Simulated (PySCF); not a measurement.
Work out the structure from these simulated measurements.

Formula: C6H6.

| Item | Value |
| --- | --- |
| UV, first state | lowest singlet excitation: 5.54 eV (224 nm, f = 0.051) [TDDFT B3LYP/def2-SVPD] |
| 13C NMR | chemical shifts (computed TMS as zero) by class: 141.8 (2 C), 55.1 (2 C), 38.7 (2 C) ppm [GIAO PBE0/pcSseg-1] |
| Couplings | largest of the computed one-bond spin–spin couplings (means over like bonds): 13C–1H +212.4 (×2), 13C–1H +179.1 (×2), 13C–1H +170.2 (×2), 13C–13C +83.4, 13C–13C +53.2 (×2), 13C–13C +21.4 (×4), 13C–13C -11.7 Hz [B3LYP/pcJ-1, spin–dipole term left out] |
| Rotational structure | rotational constants A, B, C: 7.492, 5.378, 3.976 GHz [GFN2-xTB] |
| Triplet | lowest triplet excitation (Tamm–Dancoff): 3.64 eV [TDA B3LYP/def2-SVPD] |
| XPS | C1s 289.8 (×2), C1s 290.7 (×2), C1s 290.9 (×2) eV [ΔSCF SCAN, pcX-2 on the ionised atom, pcseg-1 elsewhere, spin-free X2C] |

Electronic properties: PySCF, gas phase, density fitting. Levels stand in brackets. Isolated species at its GFN2-xTB geometry, gas phase. Each NMR value is the plain mean over a class of atoms that symmetry, rotation or inversion makes alike.

**Question.** Propose a structure and show how it fits.

**Answer.** Numbering: `[CH:1]1=[CH:2][C@H:3]2[C@H:4]3[C@@H:5]1[C@@H:6]23`. Its formula, C6H6, gives 4 degrees of unsaturation: 3 rings and 1 π bond in the structure found. 6 carbons fall into 3 classes; from least to most shielded: alkene CH carbon [C1/C2] (141.8 ppm, 2 C), sp3 carbon at a ring junction [C4/C6] (55.1 ppm, 2 C), sp3 carbon at a ring junction [C3/C5] (38.7 ppm, 2 C). The couplings run between: +212.4 Hz, sp3 carbon at a ring junction [C4] and its hydrogen (with 1 like pair); +179.1 Hz, alkene CH carbon [C1] and its hydrogen (with 1 like pair); +170.2 Hz, sp3 carbon at a ring junction [C3] and its hydrogen (with 1 like pair); +83.4 Hz, alkene CH carbon [C1] and alkene CH carbon [C2]; +53.2 Hz, alkene CH carbon [C1] and sp3 carbon at a ring junction [C5] (with 1 like pair); +21.4 Hz, sp3 carbon at a ring junction [C3] and sp3 carbon at a ring junction [C4] (with 3 like pairs); -11.7 Hz, sp3 carbon at a ring junction [C4] and sp3 carbon at a ring junction [C6]. The core levels belong to: C1s 289.8 eV, alkene CH carbon [C1/C2]; C1s 290.7 eV, sp3 carbon at a ring junction [C4/C6]; C1s 290.9 eV, sp3 carbon at a ring junction [C3/C5]. The optimised geometry has point group C2v and is an asymmetric top. Structure: `C1=CC2C3C1C23` (benzvalene). Computed isomers that give other values at the same levels: `C#CC#CCC` (rotational constant A: 21.523 GHz; this holds for the one conformer computed); `C1=CC2C=CC12` (13C chemical shifts (computed TMS as zero) by class: 154.5 (4 C), 53.9 (2 C) ppm); `C=CC=C1C=C1` (13C chemical shifts (computed TMS as zero) by class: 145.1 (1 C), 144.2 (1 C), 143.4 (1 C), 121.9 (1 C), 111.3 (1 C), 90.8 (1 C) ppm). The assignments are read from this structure; whether some other isomer fits the data as well wasn't checked.
